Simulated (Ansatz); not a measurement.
## B–CH–Cl, quartet in cc-pVDZ: errors against UCCSDT(Q)

Geometry: a PBE0/def2-TZVP stationary point for this spin, not checked as a minimum. The doublet lies 1.2 eV lower here.

```json
{"atom": "B", "x (Å)": "0.0000", "y (Å)": "-0.4495", "z (Å)": "1.9288"}
{"atom": "C", "x (Å)": "0.0000", "y (Å)": "0.4656", "z (Å)": "0.7691"}
{"atom": "Cl", "x (Å)": "0.0000", "y (Å)": "-0.0648", "z (Å)": "-0.8713"}
{"atom": "H", "x (Å)": "0.0000", "y (Å)": "1.5530", "z (Å)": "0.7950"}
```

Basis cc-pVDZ; Ansatz 0.2.0. Correlated methods freeze the noble-gas cores, which leaves 15 electrons in 44 orbitals. Prefix R: restricted or restricted open-shell reference; prefix U: unrestricted.

Full CI isn't at hand for all of this; UCCSDT(Q) serves as the reference, and is uncertain by about the last step of the cluster series. The frozen core follows each run's orbitals, which can shift R against U totals by a few meV.

For open shells CISD is restricted-active-space CI with the open shells as a complete middle space.

```
UHF ⟨S²⟩                          : 3.756
T1 diagnostic (RCCSD)             : 0.0268
largest doubles amplitude (RCCSD) : 0.034
T1 diagnostic (UCCSD)             : 0.0258
```

| level | E − E(RHF) (eV) |
| --- | --- |
| UHF | -0.0782 |
| RMP2 | -7.7938 |
| UMP2 | -7.7728 |
| RCCSD | -8.6702 |
| UCCSD | -8.6718 |
| RCCSD(T) | -8.9353 |
| UCCSD(T) | -8.9349 |

**Question.** Estimate how far UCCSDT(Q) in cc-pVDZ lies from RCCSD(T). The table doesn't fix it; the size of (T) and the diagnostics are the guide.

**Answer.** UCCSDT(Q) in cc-pVDZ lies 5.1 kJ/mol below RCCSD(T), which is 20 % of the (T) step (-25.6 kJ/mol). The diagnostics are small and the rest is a small part of (T), but (T) is large here. The miss exceeds 1 kcal/mol.

The other levels:

| level | E − E(UCCSDT(Q)) (kJ/mol) | share of correlation (%) | wall time |
| --- | --- | --- | --- |
| CISD | 106.4 | 87.73 | 25 s |
| BCCD(T) | 4.8 | 99.45 | 2.9 s |
| RCCSDT | 2.1 | 99.76 | – |
| UCCSDT | 2.0 | 99.77 | – |
| RCCSDT(Q) | 0.2 | 99.97 | 57 s |

The correlation energy at UCCSDT(Q), counted from RHF, is -8.988 eV. That run took 47 s on 1 thread of Intel Xeon Platinum 8488C, shared host.

Times hold each run's SCF and search for its determinant on a shared host, so for small cases they say little of a method's own cost; they ran on 1 thread of Intel Xeon Platinum 8488C.
